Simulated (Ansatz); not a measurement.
# AlH3 (SMILES [AlH3]) at 6 levels

We compute a comparison of 6 runs (UPBE0/3-21G, r2SCAN0/3-21G, PBE0/6-31G*, SVWN5/6-31G*, RPA@PBE/3-21G, CCSDTQ/3-21G) of AlH3. 

The results are computed with Ansatz 0.2.0.

74 further runs of the same task are left out: 3 that didn't finish, 71 set aside as unsound or not needed.

## 1. The system as given

The species is AlH3 (4 atoms), meant as a singlet with charge 0. As SMILES, `[AlH3]`. The H3–Al1 distance was set to 3.964 Å, away from the relaxed value. At this shape a bond of the SMILES string is far longer than usual.

Bond lengths: Al1–H2 1.586 Å, Al1–H4 1.586 Å. Angles: H2–Al1–H4 120.0°.

## 2. A single-point energy at UPBE0/3-21G (run 1)

The input, input.yaml:

```yaml
crystal:
  periodic: [false, false, false]
  atoms:
    - {symbol: Al, position_ang: [2.045453, 1.211002, -0.170400]}
    - {symbol: H, position_ang: [2.664953, 1.896702, 1.118300]}
    - {symbol: H, position_ang: [-1.340800, -0.832000, 0.105100]}
    - {symbol: H, position_ang: [2.781153, 1.341502, -1.569200]}
basis:
  gaussian:
    orbitals: 3-21G.json
magnetization:
  spin_polarized: true
  initial_magnetization: 0
hamiltonian:
  xc: pbe0
accuracy: high
```

The basis set 3-21G is read from a file made from the Basis Set Exchange's data (not shown).

On the command line:

```bash
$ ansatz run input.yaml --threads 1 --pin off --max-ram 2610MiB --events-out events.jsonl --progress --plain --runs-dir runs
```

What it wrote:

```text
Warning: RAYON_NUM_THREADS=1 ignored (pool sized by the plan → 1); use --threads N
Functional definition: PBE0
  name "PBE0"
  parameter a = 0.25
  parameter kappa = 0.804
  parameter beta = 0.06672455060314922
  exchange = (1 - a)*pbe_x(kappa = kappa, mu = beta*pi^2/3) + a*exact_x
  correlation = pbe_c(beta = beta)
360 factors; integrals over basis functions are off by at most 3.7e-9 eV
mean field evaluation 1: about -6596.2763 eV, gradient 1.2e1 eV
mean field evaluation 2: about -6589.6044 eV, gradient 1.4e1 eV
mean field evaluation 4: about -6599.2350 eV, gradient 6.0e0 eV
mean field evaluation 8: about -6599.2350 eV, gradient 6.0e0 eV
mean field evaluation 16: about -6599.9058 eV, gradient 1.2e-5 eV
mean field evaluation 32: about -6601.0974 eV, gradient 2.4e-8 eV
mean field -6601.09740023 eV, -242.5858550738 hartree, gradient 2.4e-8 eV, S^2 0.966170; 3 other end points of the search recorded, 0 dependent functions left out
reference -6601.09740296 eV, -242.5858551741 hartree; 8, 8 occupied and 11, 11 virtual orbitals, 360 factors
Total energy: -6601.09740296 eV, -242.5858551741 hartree
```

It took 2.5 s on 1 thread of Arm Neoverse V2, shared host; peak memory 0.11 GiB.

## 3. The energy at r2SCAN0/3-21G (run 2)

The input, molecule.yaml:

```yaml
crystal:
  periodic: [false, false, false]
  atoms:
    - symbol: Al
      position_ang: [2.045453, 1.211002, -0.170400]
    - symbol: H
      position_ang: [2.664953, 1.896702, 1.118300]
    - symbol: H
      position_ang: [-1.340800, -0.832000, 0.105100]
    - symbol: H
      position_ang: [2.781153, 1.341502, -1.569200]
basis:
  gaussian: {orbitals: 3-21G.json}
hamiltonian: {xc: {name: r2SCAN0}}
accuracy: high
```

The basis set 3-21G is read from a file made from the Basis Set Exchange's data (not shown).

On the command line:

```bash
$ ansatz run molecule.yaml --threads 1 --pin off --max-ram 2610MiB --events-out events.jsonl --progress --plain --runs-dir runs
```

What it wrote:

```text
Warning: RAYON_NUM_THREADS=1 ignored (pool sized by the plan → 1); use --threads N
Functional definition: r2SCAN0
  name "r2SCAN0"
[... 1 set-up line as earlier in the session ...]
  parameter k0 = 0.174
  parameter k1 = 0.065
  parameter a1 = 4.9479
  exchange = (1 - a)*r2scan_x(k0 = k0, k1 = k1, a1 = a1) + a*exact_x
  correlation = r2scan_c
360 factors; integrals over basis functions are off by at most 3.7e-9 eV
mean field evaluation 1: about -6598.2803 eV, gradient 1.6e1 eV
mean field evaluation 2: about -6591.7929 eV, gradient 2.0e1 eV
mean field evaluation 4: about -6601.3834 eV, gradient 6.5e0 eV
mean field evaluation 8: about -6601.5953 eV, gradient 4.6e0 eV
mean field evaluation 16: about -6601.7682 eV, gradient 7.9e-9 eV
mean field -6601.76820046 eV, -242.6105065278 hartree, gradient 5.6e-8 eV, S^2 0.000000; 0 other end points of the search recorded, 0 dependent functions left out
reference -6601.76820112 eV, -242.6105065518 hartree; 8, 8 occupied and 11, 11 virtual orbitals, 360 factors
Total energy: -6601.76820112 eV, -242.6105065518 hartree
```

Run time: 1.5 s. Hardware: 1 thread of Arm Neoverse V2, shared host; peak memory 0.11 GiB.

Runs 3 to 4 aren't shown in full; the table further down has their settings and results.

## 4. The energy at RPA@PBE/3-21G (run 5)

Changes to input.yaml since step 2:

```diff
@@ -8,9 +8,5 @@
 basis:
-  gaussian:
-    orbitals: 3-21G.json
-magnetization:
-  spin_polarized: true
-  initial_magnetization: 0
-hamiltonian:
-  xc: pbe0
+  gaussian: {orbitals: 3-21G.json}
+hamiltonian: {xc: pbe}
+correlation: {method: rpa, frozen_orbitals: {Al: 5, H: 0}}
 accuracy: high
```

The basis set 3-21G is read from a file made from the Basis Set Exchange's data (not shown).

On the command line:

```bash
$ ansatz run input.yaml --threads 1 --pin off --max-ram 2610MiB --events-out events.jsonl --progress --plain --runs-dir runs
```

What it wrote, cut to the lines that bear on the results:

```text
Warning: RAYON_NUM_THREADS=1 ignored (pool sized by the plan → 1); use --threads N
Functional definition: PBE
  name "PBE"
[...]
360 factors; integrals over basis functions are off by at most 3.7e-9 eV
[...]
mean field -6599.50694601 eV, -242.5274069592 hartree, gradient 2.3e-8 eV, S^2 0.000000; 0 other end points of the search recorded, 0 dependent functions left out; unrestricted orbitals would lower it
unrestricted determinant -6590.11418228 eV, -242.1822292591 hartree, S^2 0.9836
5 core orbitals not correlated: weight in the atoms' cores, before any rotation towards them, 1.000 or more for the frozen orbitals, at most 0.000 for the correlated occupied ones
reference -6586.74737335 eV, -242.0585013127 hartree; 3, 3 occupied and 11, 11 virtual orbitals, 360 factors
Total energy: -6591.96857128 eV, -242.2503767976 hartree
```

Wall time 0.96 s (1 thread of Arm Neoverse V2, shared host).

## 5. A single-point energy at CCSDTQ/3-21G (run 6)

The input, job.yaml:

```yaml
crystal:
  periodic: [false, false, false]
  atoms:
    - symbol: Al
      position_ang: [2.045453, 1.211002, -0.170400]
    - symbol: H
      position_ang: [2.664953, 1.896702, 1.118300]
    - symbol: H
      position_ang: [-1.340800, -0.832000, 0.105100]
    - symbol: H
      position_ang: [2.781153, 1.341502, -1.569200]
basis:
  gaussian: {orbitals: 3-21G.json}
magnetization: {spin_polarized: false}
correlation: {method: ccsdtq, frozen_orbitals: {Al: 5, H: 0}}
accuracy: high
scf: {omitted_lower_state_checks: [cluster_reference, increment]}
```

The basis set 3-21G is read from a file made from the Basis Set Exchange's data (not shown).

On the command line:

```bash
$ ansatz run job.yaml --threads 1 --pin off --max-ram 2610MiB --events-out events.jsonl --progress --plain --runs-dir runs
```

What it wrote, cut to the lines that bear on the results:

```text
Warning: RAYON_NUM_THREADS=1 ignored (pool sized by the plan → 1); use --threads N
Functional definition: HF
  name "HF"
[...]
360 factors; integrals over basis functions are off by at most 3.7e-9 eV
[...]
mean field -6587.19942070 eV, -242.0751137466 hartree, gradient 1.5e-8 eV, S^2 0.000000; 1 other end points of the search recorded, 0 dependent functions left out; unrestricted orbitals would lower it
5 core orbitals not correlated: weight in the atoms' cores, before any rotation towards them, 1.000 or more for the frozen orbitals, at most 0.000 for the correlated occupied ones
reference -6587.19942070 eV, -242.0751137466 hartree; 3, 3 occupied and 11, 11 virtual orbitals, 360 factors
second order -2.27955372 eV of doubles, -0.00000000 eV of singles
cycle   1  -2.29867186 eV  change   -8.0e-1 eV  update   1.5e-1
[...]
cycle  31  -4.19227737 eV  change  -1.5e-10 eV  update  2.2e-10
WARN: these amplitudes may be one of several solutions (largest doubles amplitude 0.78, level shift 5.29 eV)
Total energy: -6591.39169807 eV, -242.2291770982 hartree
Checks for a lower state left out: cluster_reference, increment
```

Wall time 1.3 s (1 thread of Arm Neoverse V2, shared host).

## 6. All runs side by side

```csv
run,level,frozen core orbitals,energy (Eh),wall time
1,UPBE0/3-21G,–,-242.585855,2.5 s
2,r2SCAN0/3-21G,–,-242.610507,1.5 s
3,PBE0/6-31G* (spherical functions),–,-243.879428,0.82 s
4,SVWN5/6-31G* (spherical functions),–,-242.917629,0.5 s
5,RPA@PBE/3-21G,5,-242.250377,0.96 s
6,CCSDTQ/3-21G,5,-242.229177,1.3 s
```

## 7. What came out

```
                                          quantity          value
                               run 6: total energy  -242.22918 Eh
run 6: correlation energy (5 core orbitals frozen)     -154.1 mEh
                              run 6: T1 diagnostic          0.082
```

What this shows: Totals of different functionals can't be ranked against each other. In runs 5, 6 the log says that unrestricted orbitals would lower the reference, so the values rest on an unstable closed-shell determinant (other closed-shell runs at this shape may share the fault). Spin contamination of the reference: run 1 ⟨S²⟩ = 0.97. Where it is this large, the reference is a mixture of spin states, and values that rest on it are in doubt. All runs together took 7.6 s, the longest 2.5 s.
